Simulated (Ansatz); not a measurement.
**CH, doublet: the ladder up to full CI**

Geometry: MP2(full)/6-31G*, from the G2/97 set.

```xyz
2

C     0.0000    0.0000    0.0000
H     0.0000    0.0000    1.1205
```

Basis STO-3G; Ansatz 0.2.0. Only valence electrons are correlated (noble-gas cores frozen), which leaves 5 electrons in 5 orbitals. R marks a restricted (for open shells ROHF) determinant, U an unrestricted one. Active spaces: valence = (5e, 5o) chosen from the atoms' valence shells.

Full CI is exact within this basis and frozen core; it isn't the basis-set limit. The frozen core follows each run's orbitals, which can shift R against U totals by a few meV.

HF rows are the lowest solutions found. Coupled cluster chose its determinant by trial CCSD, here up to 0.10 eV above the lowest Hartree–Fock solution of its kind, and MP2 stands on that determinant too. For open shells CISD and CISDTQ are restricted-active-space CI with the open shells as a complete middle space.

```
UHF ⟨S²⟩                            : 1.073
⟨S²⟩ of the determinant under UCCSD : 0.753
T1 diagnostic (RCCSD)               : 0.0105
largest doubles amplitude (RCCSD)   : 0.126
T1 diagnostic (UCCSD)               : 0.0055
```

| level | E − E(full CI) (kJ/mol) | share of correlation (%) | wall time |
| --- | --- | --- | --- |
| RHF | 111.1 | 0.00 | – |
| RMP2 | 49.4 | 55.53 | – |
| UMP2 | 48.6 | 56.24 | – |
| CISD | 2.4 | 97.88 | 0.06 s |
| RCCSD | 0.2 | 99.80 | – |
| UCCSD | 0.2 | 99.82 | – |
| RCCSD(T) | 0.2 | 99.85 | 0.15 s |
| UCCSD(T) | 0.1 | 99.87 | 0.21 s |
| BCCD(T) | 0.2 | 99.86 | 0.22 s |
| RCCSDT | 0.1 | 99.91 | – |
| UCCSDT | 0.1 | 99.92 | – |
| CISDTQ | 0.0 | 100.00 | 0.06 s |
| RCCSDT(Q) | 0.0 | 99.96 | 0.76 s |
| UCCSDT(Q) | 0.0 | 99.98 | 0.76 s |
| RCCSDTQ | 0.0 | 100.00 | 2.5 s |
| UCCSDTQ | 0.0 | 100.01 | 2.5 s |

The correlation energy at full CI, counted from RHF, is -1.152 eV. That run took 0.09 s on 1 thread of AMD EPYC 7R13, shared host over 24 determinants.

Run but not shown, since their state or frozen core can't be matched to the reference's or they repeat it: UHF, CASSCF (valence space), NEVPT2 (valence space), MRCISD (valence space), MRCISD+Q (valence space).

Times hold each run's SCF and search for its determinant on a shared host, so for small cases they say little of a method's own cost; they ran on 1 thread of AMD EPYC 7R13.

The full-CI state has the irrep B2 of C2v, in the program's axes (one component, if the state is degenerate).

Natural occupations of full CI about the gap: 1.977 1.935 1.000 0.063 0.026; effectively unpaired electrons, Σ n²(2−n)², 1.04.

Atomization energy (electronic, same basis, no zero-point term; atoms at the same level, unrestricted beside the R rows where the molecule is a closed shell, with restricted open-shell steps beyond CCSDT(Q)) at full CI: 330.5 kJ/mol. Errors of other levels:

```tsv
level	error (kJ/mol)
RHF	-58.0
RMP2	-22.2
UMP2	-21.4
CISD	-2.4
RCCSD	-0.2
UCCSD	-0.2
RCCSD(T)	-0.2
UCCSD(T)	-0.2
BCCD(T)	-0.2
RCCSDT	-0.1
UCCSDT	-0.1
CISDTQ	0.0
RCCSDT(Q)	0.0
UCCSDT(Q)	0.0
RCCSDTQ	0.0
UCCSDTQ	0.0
```

This basis is far from its limit, so the value isn't to be set against a measured one. Truncated CI isn't size-consistent, which counts against it in atomization.
